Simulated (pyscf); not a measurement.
This saddle point was located with ωB97X-D3(BJ)/def2-SVP in PySCF.

```
Si
H 1 1.4913
H 1 1.4925 2 109.43
H 1 1.4929 2 110.40 3 119.78
H 1 1.9370 2 100.96 3 -150.93
Cl 5 1.4817 1 171.46 2 78.65
Si 5 1.9031 6 92.29 4 136.74
Cl 7 2.1072 5 93.07 6 -95.10
```
Charge 0, spin multiplicity 1.

Surface: singlet, charge 0. Lowest wavenumbers (cm⁻¹): 786i, 100, 138, 166, 220.

Problem. Which two sides does it connect, and which bonds change?

Solution. Cl–Si:–Cl (SMILES Cl[Si]Cl) [singlet] + SiH₄ (SMILES [SiH4]) ⇌ HCl (SMILES Cl) + H₃Si–Si:–Cl (SMILES [SiH3][Si]Cl) [singlet], a four-centre exchange read from left to right: Cl–Si, H–Si broken and Cl–H, Si–Si formed. At CCSD(T)/def2-TZVPP + ΔMP2(QZVPP) it lies +168.0 kJ/mol from the left side and +20.8 kJ/mol from the right (each side as separated species at their lowest minima found). On the product side the descent ends in a bound adduct, 34.4 kJ/mol under the separated species and 38.4 kJ/mol under the saddle at ωB97X-D3(BJ)/def2-TZVP. At the saddle there is also a short H–Si contact that neither side keeps. At ωB97X-D3(BJ) the barrier from the zero used here is 148.4 kJ/mol. This is the saddle that the search found; another between the same sides may lie lower. The CCSD(T) − MP2 part came from Ansatz, without density fitting, on the same reference.
